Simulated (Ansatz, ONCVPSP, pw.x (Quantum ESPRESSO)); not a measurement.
# What a changed setting does to a pw.x run (bcc Ru)

Potential: optimised norm-conserving Vanderbilt (ONCV), ONCVPSP 4.0.1.1 (patched build), PBEsol; core [Ar] 3d10, reference 4s2 4p6 4d7 5s1; waves: 4s+5s: rc 1.55 bohr, ncon 4, nbas 8, qcut 6.1 1/bohr, 2 projectors; 4p: rc 1.60 bohr, ncon 4, nbas 8, qcut 7.1 1/bohr, 2 projectors, debl 2.9 Ha; 4d: rc 1.55 bohr, ncon 5, nbas 10, qcut 9.7 1/bohr, local; local part: the d channel; core correction: none.

The reference run (k-mesh 15³, cutoffs 145/580 Ry, Fermi–Dirac 0.01 Ry, mixing_beta 0.4, conv_thr 1e-9, no spin) gives 1.19 GPa at 13.768 Å³/atom, where all-electron LAPW gives 0.38 GPa. This run, with its own iteration cap, changes mixing_mode to TF.

```
&control
  calculation='scf', prefix='x', pseudo_dir='./', outdir='./tmp', tstress=.true., disk_io='none'
/
&system
  ibrav=0, nat=1, ntyp=1, ecutwfc=145, ecutrho=580, nbnd=16,
  occupations='smearing', smearing='fd', degauss=0.01
/
&electrons
  conv_thr=1e-09, mixing_beta=0.4, electron_maxstep=60, mixing_mode='TF'
/
ATOMIC_SPECIES
Ru 1.0 Ru.UPF
CELL_PARAMETERS angstrom
  -1.50986096 1.50986096 1.50986096
  1.50986096 -1.50986096 1.50986096
  1.50986096 1.50986096 -1.50986096
ATOMIC_POSITIONS crystal
Ru 0.0000 0.0000 0.0000
K_POINTS automatic
15 15 15 0 0 0
```

```bash
pw.x < Ru.scf.in > Ru.scf.out
```

**Question.** How does the run end?

**Answer.** It converges in 8 iterations; the free energy moves by +0.0 meV/atom and the pressure by +0.01 GPa. The result is that of the reference run.

```
Message from routine setup:
     using ibrav=0 with symmetry is DISCOURAGED, use correct ibrav instead
     lattice parameter (alat)  =       4.9419  a.u.
     unit-cell volume          =      92.9111 (a.u.)^3
     number of electrons       =        16.00
     number of Kohn-Sham states=           16
     kinetic-energy cutoff     =     145.0000  Ry
     charge density cutoff     =     580.0000  Ry
     scf convergence threshold =      1.0E-09
     Exchange-correlation= PBESOL
     number of k points=   120  Fermi-Dirac smearing, width (Ry)=  0.0100
     iteration #  1     ecut=   145.00 Ry     beta= 0.40
     total energy              =    -190.78703795 Ry
     estimated scf accuracy    <       0.13060234 Ry
     iteration #  2     ecut=   145.00 Ry     beta= 0.40
     total energy              =    -190.77373827 Ry
     estimated scf accuracy    <       0.03797520 Ry
     iteration #  3     ecut=   145.00 Ry     beta= 0.40
     total energy              =    -190.78038542 Ry
     estimated scf accuracy    <       0.00087018 Ry
     iteration #  4     ecut=   145.00 Ry     beta= 0.40
     total energy              =    -190.78041730 Ry
     estimated scf accuracy    <       0.00015997 Ry
     iteration #  5     ecut=   145.00 Ry     beta= 0.40
     total energy              =    -190.78045159 Ry
     estimated scf accuracy    <       0.00000280 Ry
     iteration #  6     ecut=   145.00 Ry     beta= 0.40
     total energy              =    -190.78045163 Ry
     estimated scf accuracy    <       0.00000061 Ry
     iteration #  7     ecut=   145.00 Ry     beta= 0.40
     total energy              =    -190.78045174 Ry
     estimated scf accuracy    <          7.2E-09 Ry
     iteration #  8     ecut=   145.00 Ry     beta= 0.40
     the Fermi energy is    23.1868 ev
!    total energy              =    -190.78045174 Ry
     estimated scf accuracy    <          4.6E-10 Ry
     smearing contrib. (-TS)   =      -0.00827544 Ry
     The total energy is F=E-TS. E is the sum of the following terms:
     one-electron contribution =     -36.95481562 Ry
     hartree contribution      =      29.44937846 Ry
     xc contribution           =     -20.00513388 Ry
     ewald contribution        =    -163.26160526 Ry
     convergence has been achieved in   8 iterations
          total   stress  (Ry/bohr**3)                   (kbar)     P=       11.97
     Message from routine punch:
     Nothing written, as per user request (disk_io='none')
```

The run took about 1.8 min on one core of a shared host (Neoverse-N1, 64 threads, 124 GiB, load 58).
